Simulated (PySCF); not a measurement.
Species: C4H4OP (charge -1).
Bonds: P1–C2, C2–C3 (aromatic), C3–C4 (aromatic), C4–O5 (aromatic), O5–C6 (aromatic), C2–C6 (aromatic). Hydrogens: H7 on P1; H8 on C3; H9 on C4; H10 on C6.

Definitions: NICS(0) = −σiso at the ring centroid; NICS(1) = −σiso and NICS(1)zz = −σzz at ±1 Å along the ring normal z. Level: GIAO PBE/pcSseg-2 (PySCF, non-relativistic, gas phase) on the PBE0-D3(BJ)/def2-SVP geometry, one conformer.

Ring bond lengths (Å): C2–C3 1.454, C3–C4 1.361, C4–O5 1.343, O5–C6 1.383, C6–C2 1.383.

**Question.** What do the NICS probes read (ppm)?

**Answer.** 
| ring | type | NICS(0) | NICS(1), two faces | NICS(1)zz, two faces | rms pucker (Å) | centre to ring atoms, mean (Å) |
| --- | --- | --- | --- | --- | --- | --- |
| C2–C3–C4–O5–C6 | 5-membered ring with O; formal bonds all aromatic | -8.0 | -6.3 / -6.3 | -18.8 / -18.8 | 0.00 | 1.18 |

**Question.** What do they say, and how far can they be read as aromaticity?

**Answer.** 
- C2–C3–C4–O5–C6: mean NICS(1)zz -18.8 ppm, shielded.

**Question.** How equal are the bonds by HOMA? HOMA = 1 − mean of α(R − Ropt)² over the ring bonds, with Krygowski's 1993 parameters (CC: Ropt 1.388 Å, α 257.7 Å⁻²; CO: Ropt 1.265 Å, α 157.38 Å⁻²).

**Answer.** 
- C2–C3–C4–O5–C6: HOMA 0.11; the largest term is that of O5–C6, α(R − Ropt)² = 2.20.

**Question.** What field does 7.05 T along the ring normal induce along that normal at the first NICS(1) probe listed for ring C2–C3–C4–O5–C6, 1 Å off the ring?

**Answer.** NICSzz × B0 = -18.8 ppm × 7.05 T = -133 μT, against the applied field.

**Question.** How do the values depend on the level or the medium?

**Answer.** 
```csv
level,"NICS(0), C2–C3–C4–O5–C6","mean NICS(1)zz, C2–C3–C4–O5–C6"
"PBE/pcSseg-2, gas",-8.0,-18.8
"PBE0/pcSseg-1, gas",-9.8,-20.4
"PBE0/pcSseg-1, IEF-PCM acetonitrile",-10.4,-22.6
"PBE0/pcSseg-1, IEF-PCM chloroform",-10.3,-22.1
```

The geometry is the same throughout; the continuum's cavity takes Bondi-type radii × 1.2.

Conformer computed: `[PH-:1][c:2]1[cH:3][cH:4][o:5][cH:6]1`: H–P1–C2–C3 180°.
